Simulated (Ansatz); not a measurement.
Input file:

```yaml
crystal:
  periodic: [false, false, false]
  atoms:
    - {symbol: B, position_ang: [0.000000, 0.000000, 0.029237]}
    - {symbol: B, position_ang: [0.000000, 0.000000, -1.493475]}
    - {symbol: H, position_ang: [0.000000, 0.000000, 1.464237]}
basis:
  gaussian: {orbitals: 6-31G, fitting: {mean_field: def2-universal-jkfit}}
magnetization: {spin_polarized: true, initial_magnetization: 1}
correlation: {method: mp2, electrons: outside_noble_gas}
scf: {lower_state_search: light}
```

```sh
$ ansatz run in.yaml --threads 1 --pin off --events-out ev --progress --plain --max-ram 2393MiB
```

The program prints:

```
168 factors; integrals over basis functions are off by at most 8.4e-2 eV
mean field evaluation 1: about -1350.4989 eV, gradient 7.9e0 eV
mean field evaluation 2: about -1351.2782 eV, gradient 2.9e0 eV
mean field evaluation 4: about -1351.4998 eV, gradient 6.8e-1 eV
mean field evaluation 8: about -1351.7544 eV, gradient 1.5e0 eV
mean field evaluation 16: about -1352.7846 eV, gradient 3.3e-1 eV
mean field evaluation 32: about -1352.8990 eV, gradient 1.2e-6 eV
mean field evaluation 64: about -1348.9264 eV, gradient 6.0e0 eV
mean field evaluation 96: about -1350.1617 eV, gradient 1.6e-6 eV
mean field evaluation 128: about -1352.1764 eV, gradient 4.0e-1 eV
mean field evaluation 160: about -1351.5190 eV, gradient 1.1e-3 eV
mean field -1352.89901133 eV, -49.7181216384 hartree, gradient 1.1e-6 eV, S^2 1.755959; 15 other end points of the search recorded, 0 dependent functions left out
2 core orbitals not correlated: weight in the atoms' cores, before any rotation towards them, 1.000 or more for the frozen orbitals, at most 0.000 for the correlated occupied ones
reference -1352.89901133 eV, -49.7181216384 hartree; 4, 3 occupied and 14, 15 virtual orbitals, 168 factors
second order -1.79370576 eV of doubles, -0.00000000 eV of singles
Total energy: -1354.69271709 eV, -49.7840391092 hartree
```

Ran on 1 thread of Arm Neoverse V1, shared host: 0.33 s wall, 0.16 GiB peak host memory.
